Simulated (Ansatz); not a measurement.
Geometry optimisation, Ansatz, RKS PBE-D4/6-31G*.

Input file:

```yaml
crystal:
  periodic: [false, false, false]
  atoms:
    - { symbol: B, position_ang: [0.079701, 0.397779, -0.38231] }
    - { symbol: Cl, position_ang: [-0.107478, 0.045609, 2.656912] }
    - { symbol: O, position_ang: [1.327026, -0.052048, -0.678831] }
    - { symbol: H, position_ang: [1.31709, -0.980768, -0.978309] }
    - { symbol: H, position_ang: [-0.911077, -0.271094, -0.528724] }
    - { symbol: H, position_ang: [0.020645, 1.533487, 0.002925] }
    - { symbol: H, position_ang: [0.111893, 1.045334, 1.794737] }
basis:
  gaussian: { orbitals: "6-31G*" }
hamiltonian:
  xc: pbe
  dispersion: d4
relax:
  f_tol: 0.03
  max_steps: 50
```

Launched with:

```bash
$ ansatz run input.yaml --threads 1 --pin off --max-ram 2048MiB --backend cpu --events-out ev --progress --plain --runs-dir out
```

Problem. Where does it end, and by what steps?

Solution. The forces met the threshold. The force dipped under the threshold on the way, but the program's further checks kept it going. After 40 steps the energy has fallen by 0.220 eV; H5 moved furthest, 1.62 Å.

```
step  energy less start (eV)  largest force component (eV/Å)  accepted
   0                  0.0000                           0.628       yes
   2                  0.0038                           1.011        no
   4                 -0.0405                           0.159       yes
   6                 -0.0386                           0.195        no
   8                 -0.0440                           0.032       yes
  10                 -0.0451                           0.061       yes
  12                 -0.0460                           0.061       yes
  14                 -0.0464                           0.103       yes
  16                 -0.0473                           0.051       yes
  18                 -0.0459                           0.426        no
  20                 -0.0497                           0.179       yes
  22                 -0.0518                           0.115       yes
  24                 -0.0537                           0.060       yes
  26                 -0.0560                           0.176       yes
  28                 -0.0637                           0.315       yes
  30                 -0.0865                           1.022       yes
  32                 -0.2049                           0.155       yes
  34                 -0.1988                           0.904        no
  36                 -0.2181                           0.045       yes
  38                 -0.2192                           0.044       yes
  40                 -0.2199                           0.030       yes
```

```xyz
7
Properties=species:S:1:pos:R:3
B -0.259 0.461 -0.804
Cl 0.824 0.441 3.229
O 0.600 -0.072 0.121
H 1.199 -0.751 -0.249
H -0.222 0.083 -1.951
H -1.015 1.299 -0.390
H 0.711 0.258 1.929
```

Whether the end is a true minimum wasn't checked by a vibrational analysis.

Run time: 59 s on 1 thread of Arm Neoverse V1 (shared host), peak memory 0.12 GiB.
